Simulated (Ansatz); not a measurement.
I need an active-space calculation of CH2BN, SMILES BC#N. Use the Python package of Ansatz (0.2.0). Level of theory: SC-NEVPT2, def2-SVP basis, multiplicity 1.

```xyz
5

B    -0.1880    0.4031   -0.3264
C     0.3549   -0.6971    0.4935
N     0.7747   -1.5545    1.1088
H    -0.7384    0.2199   -1.3449
H    -0.1534    1.5550    0.0276
```

`ch2bn.py`
```python
"""Active-space calculation on CH2BN."""

import ansatz as az

BASIS = "def2-SVP"

GEOMETRY = """
B    -0.18800    0.40310   -0.32640
C     0.35490   -0.69710    0.49350
N     0.77470   -1.55450    1.10880
H    -0.73840    0.21990   -1.34490
H    -0.15340    1.55500    0.02760
"""


def main() -> None:
    system = az.Crystal.molecule()
    for line in GEOMETRY.strip().splitlines():
        symbol, *xyz = line.split()
        system = system.atom(symbol, [float(v) for v in xyz])

    calculation = (
        system.calculation()
        .basis(gaussian=BASIS)
        .correlation(active_electrons=6, active_orbitals=7)  # correlation on top of the mean field
    )
    for method in ["sc_nevpt2"]:
        report = (calculation if method is None else calculation.correlation(method)).run(threads=1).report
        space = report["configurations"]
        state = space["states"][0]
        print(method or "casscf", f"total {report['free_energy_ev'] / 27.211386246:.6f} Ha, active-space state {state['energy']['hartree']:.6f} Ha, mean field {report['reference_energy_ev'] / 27.211386246:.6f} Ha")
        print("  determinants", state["n_determinants"], " natural occupations", [round(n, 3) for n in space["natural_occupations"]])


if __name__ == "__main__":
    main()
```

```console
$ python ch2bn.py
RunWarning: the results are in doubt because another end's mean lies 0.557 eV lower, and its corrected mean 0.189 eV higher
sc_nevpt2 total -118.390388 Ha, active-space state -118.144895 Ha, mean field -118.045297 Ha
  determinants 1225  natural occupations [1.977, 1.939, 1.935, 0.066, 0.061, 0.015, 0.007]
```
(Warnings from the package without file and line.)

Reading the output:
- These settings explore the input space; basis and method may be short of convergence.
- The geometry is a force-field or estimated start, not a minimum of this method, and the basis set is short of its limit. The active space starts as a window about the frontier orbitals and is then optimised, not chosen by chemistry.
- A lower CASSCF solution was found and passed over, so the printed active-space state isn't the lowest.
- Timing: 9.6 s on 1 thread of Arm Neoverse V1, with other jobs on the host, peak memory 0.17 GiB.

(Lines on the test bed's own set-up are left out of the output.)
